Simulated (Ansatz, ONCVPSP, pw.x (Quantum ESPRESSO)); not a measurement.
**pw.x on fcc C: one setting changed**

Potential: optimised norm-conserving Vanderbilt (ONCV), ONCVPSP 4.0.1.1 (patched build), PBEsol; core [He], reference 2s2 2p2; waves: 2s: rc 0.85 bohr, ncon 3, nbas 7, qcut 7.8 1/bohr, 1 projector; 2p: rc 2.45 bohr, ncon 3, nbas 6, qcut 5 1/bohr, 2 projectors, debl 3.8 Ha; local part: polynomial inside 0.80 bohr (lpopt 5, dvloc0 0 Ha); core correction: Teter function, fcfact 4.25, rcfact 1.3.

The reference run (k-mesh 18³, cutoffs 90/360 Ry, Fermi–Dirac 0.01 Ry, mixing_beta 0.4, conv_thr 1e-9, no spin) gives -2.42 GPa at 7.154 Å³/atom, where all-electron LAPW gives -3.62 GPa. This run, with its own iteration cap, changes nbnd to 5.

```
&control
  calculation='scf', prefix='x', pseudo_dir='./', outdir='./tmp', tstress=.true., disk_io='none'
/
&system
  ibrav=0, nat=1, ntyp=1, ecutwfc=90, ecutrho=360, nbnd=5,
  occupations='smearing', smearing='fd', degauss=0.01
/
&electrons
  conv_thr=1e-09, mixing_beta=0.4, electron_maxstep=50
/
ATOMIC_SPECIES
C 1.0 C.UPF
CELL_PARAMETERS angstrom
  0.00000000 1.52934798 1.52934798
  1.52934798 0.00000000 1.52934798
  1.52934798 1.52934798 0.00000000
ATOMIC_POSITIONS crystal
C 0.0000 0.0000 0.0000
K_POINTS automatic
18 18 18 0 0 0
```

```bash
pw.x < C.scf.in > C.scf.out
```

Q: How does the run end?

A: It converges in 7 iterations; the free energy moves by +0.0 meV/atom and the pressure by +0.00 GPa. The result is that of the reference run.

```
Message from routine setup:
     using ibrav=0 with symmetry is DISCOURAGED, use correct ibrav instead
     lattice parameter (alat)  =       4.0871  a.u.
     unit-cell volume          =      48.2776 (a.u.)^3
     number of electrons       =         4.00
     number of Kohn-Sham states=            5
     kinetic-energy cutoff     =      90.0000  Ry
     charge density cutoff     =     360.0000  Ry
     scf convergence threshold =      1.0E-09
     Exchange-correlation= PBESOL
     number of k points=   195  Fermi-Dirac smearing, width (Ry)=  0.0100
     iteration #  1     ecut=    90.00 Ry     beta= 0.40
     total energy              =     -11.21122831 Ry
     estimated scf accuracy    <       0.00065958 Ry
     iteration #  2     ecut=    90.00 Ry     beta= 0.40
     total energy              =     -11.21120948 Ry
     estimated scf accuracy    <       0.00020688 Ry
     iteration #  3     ecut=    90.00 Ry     beta= 0.40
     total energy              =     -11.21121912 Ry
     estimated scf accuracy    <       0.00000218 Ry
     iteration #  4     ecut=    90.00 Ry     beta= 0.40
     total energy              =     -11.21121945 Ry
     estimated scf accuracy    <       0.00000002 Ry
     iteration #  5     ecut=    90.00 Ry     beta= 0.40
     total energy              =     -11.21121946 Ry
     estimated scf accuracy    <          1.1E-09 Ry
     iteration #  6     ecut=    90.00 Ry     beta= 0.40
     total energy              =     -11.21121946 Ry
     estimated scf accuracy    <          1.1E-09 Ry
     iteration #  7     ecut=    90.00 Ry     beta= 0.40
     the Fermi energy is    10.9875 ev
!    total energy              =     -11.21121946 Ry
     estimated scf accuracy    <          9.7E-13 Ry
     smearing contrib. (-TS)   =      -0.00170318 Ry
     The total energy is F=E-TS. E is the sum of the following terms:
     one-electron contribution =       4.69654180 Ry
     hartree contribution      =       0.29566593 Ry
     xc contribution           =      -3.51027873 Ry
     ewald contribution        =     -12.69144528 Ry
     convergence has been achieved in   7 iterations
          total   stress  (Ry/bohr**3)                   (kbar)     P=      -24.19
     Message from routine punch:
     Nothing written, as per user request (disk_io='none')
```

The run took about 12 s on one core of a shared host (Neoverse-N1, 64 threads, 124 GiB, load 58).
